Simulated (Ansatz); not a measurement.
# CH4ClF: the cost of one run

The runs use Ansatz 0.2.0, Gaussian basis; PBE0-D4/def2-SVP.

## 1. The starting structure

The start, a pair relaxed at PBE0-D4: 7 atoms, charge 0, spin multiplicity 1.

Atoms are counted from 1 here; the program's logs count them from 0.

Bond lengths: Cl1–H2 1.288 Å, C3–F4 1.389 Å, C3–H5 1.090 Å, C3–H6 1.091 Å, C3–H7 1.091 Å. Angles: F4–C3–H5 108.4°, F4–C3–H6 108.4°, F4–C3–H7 108.7°, H5–C3–H6 110.5°, H5–C3–H7 110.4°, H6–C3–H7 110.4°.

Coordinates:

```mol
CH4ClF
  3D, bonds by distance, orders not assigned

  7  5  0  0  0  0  0  0  0  0999 V2000
   -0.5658   -0.1862   -2.7655 Cl  0  0
   -0.0166    0.4113   -1.7651 H   0  0
    0.0933   -0.0924    0.9523 C   0  0
    0.5501    0.8441    0.0341 F   0  0
   -0.5086    0.4242    1.7006 H   0  0
    0.9570   -0.5675    1.4187 H   0  0
   -0.5094   -0.8334    0.4248 H   0  0
  1  2  8  0
  3  4  8  0
  3  5  8  0
  3  6  8  0
  3  7  8  0
M  END
```

## 2. Dynamics

File md/in.yaml:

```yaml
crystal:
  periodic: [false, false, false]
  atoms:
    - {symbol: Cl, position_ang: [-0.565773, -0.186206, -2.765503]}
    - {symbol: H, position_ang: [-0.016567, 0.411256, -1.765130]}
    - {symbol: C, position_ang: [0.093305, -0.092406, 0.952284]}
    - {symbol: F, position_ang: [0.550098, 0.844056, 0.034147]}
    - {symbol: H, position_ang: [-0.508610, 0.424206, 1.700610]}
    - {symbol: H, position_ang: [0.956968, -0.567544, 1.418712]}
    - {symbol: H, position_ang: [-0.509423, -0.833362, 0.424778]}
basis:
  gaussian: {orbitals: def2-SVP}
hamiltonian: {xc: pbe0, dispersion: d4}
md: {n_steps: 60, timestep: 0.5, temperature: 100, ensemble: nve, seed: 969, initial_velocities: maxwell_boltzmann}
```

Command:

```
$ ansatz run in.yaml --threads 2 --pin off --events-out ev --progress --plain --max-ram 5222MiB
```

**Question.** How long does this run take on 2 threads of Arm Neoverse V2, shared host?

About 50 s.
